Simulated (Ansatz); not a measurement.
The input, for Ansatz 0.2.0:

```yaml
crystal:
  periodic: [false, false, false]
  atoms:
    - {symbol: Si, position_ang: [0.000000, 0.000000, 0.000000]}
    - {symbol: Se, position_ang: [0.000000, 0.000000, 2.311900]}
basis:
  gaussian: {orbitals: cc-pVTZ}
total_charge: 1
magnetization: {spin_polarized: false, initial_magnetization: 3}
correlation: {method: bccd_t, electrons: outside_noble_gas}
```

```sh
$ ansatz run in.yaml --threads 1 --pin off --events-out ev --progress --plain --max-ram 2393MiB
```

Q: Roughly how long does this take on 1 thread of Arm Neoverse V1, shared host, and how much host memory?

A: 30 s wall and 0.28 GiB.

```
489 factors; integrals over basis functions are off by at most 8.3e-4 eV
mean field evaluation 1: about -73155.2687 eV, gradient 1.2e1 eV
mean field evaluation 2: about -73155.3404 eV, gradient 1.2e1 eV
mean field evaluation 4: about -73156.1994 eV, gradient 1.7e0 eV
mean field evaluation 8: about -73156.2379 eV, gradient 3.5e-1 eV
mean field evaluation 16: about -73156.2589 eV, gradient 2.3e-1 eV
mean field evaluation 32: about -73156.1958 eV, gradient 1.9e0 eV
mean field evaluation 64: about -73156.2450 eV, gradient 1.6e-5 eV
mean field evaluation 96: about -73156.7089 eV, gradient 2.5e-5 eV
mean field evaluation 128: about -73155.1531 eV, gradient 1.3e1 eV
mean field evaluation 160: about -73156.2284 eV, gradient 1.2e0 eV
...
mean field -73156.70889186 eV, -2688.4594643775 hartree, gradient 4.6e-6 eV, S^2 3.750000; 15 other end points of the search recorded, 0 dependent functions left out
...
determinant -73156.70889186 eV, -2688.4594643775 hartree, with singles and doubles -73162.21737755 eV, -2688.6618974929 hartree
determinant -73156.52819798 eV, -2688.4528239998 hartree, with singles and doubles -73162.14780344 eV, -2688.6593406917 hartree
determinant -73156.24502574 eV, -2688.4424176121 hartree, with singles and doubles -73161.84672106 eV, -2688.6482761180 hartree
determinant -73153.30726099 eV, -2688.3344567488 hartree, with singles and doubles -73159.06631809 eV, -2688.5460981936 hartree
determinant -73156.70889186 eV, -2688.4594643775 hartree, with singles and doubles -73162.16482752 eV, -2688.6599663148 hartree
determinant -73156.52819798 eV, -2688.4528239998 hartree, with singles and doubles -73162.11297120 eV, -2688.6580606303 hartree
determinant -73156.24502574 eV, -2688.4424176121 hartree, with singles and doubles -73161.81033835 eV, -2688.6469390780 hartree
19 core orbitals not correlated: weight in the atoms' cores, before any rotation towards them, 1.000 or more for the frozen orbitals, at most 0.000 for the correlated occupied ones
reference -73156.52819798 eV, -2688.4528239998 hartree; 6, 3 occupied and 52, 55 virtual orbitals, 489 factors
second order -4.65307296 eV of doubles, -0.16276050 eV of singles
...
cycle   3  -5.57960719 eV  change    6.3e-4 eV  update   2.7e-3
cycle   4  -5.57823058 eV  change    1.4e-3 eV  update   1.3e-3
cycle   5  -5.57885017 eV  change   -6.2e-4 eV  update   8.2e-4
cycle   6  -5.57908412 eV  change   -2.3e-4 eV  update   3.9e-4
cycle   7  -5.57908484 eV  change   -7.1e-7 eV  update   1.8e-4
cycle   8  -5.57911017 eV  change   -2.5e-5 eV  update   8.4e-5
cycle   9  -5.57909761 eV  change    1.3e-5 eV  update   4.6e-5
cycle  10  -5.57908608 eV  change    1.2e-5 eV  update   2.7e-5
cycle  11  -5.57907809 eV  change    8.0e-6 eV  update   1.5e-5
cycle  12  -5.57907034 eV  change    7.8e-6 eV  update   6.9e-6
perturbative correction -0.29869032 eV, -0.0109766667 hartree
Total energy: -73162.40595863 eV, -2688.6688277198 hartree
```

The determinant lies 0.18 eV above the lowest one of its kind in the log.
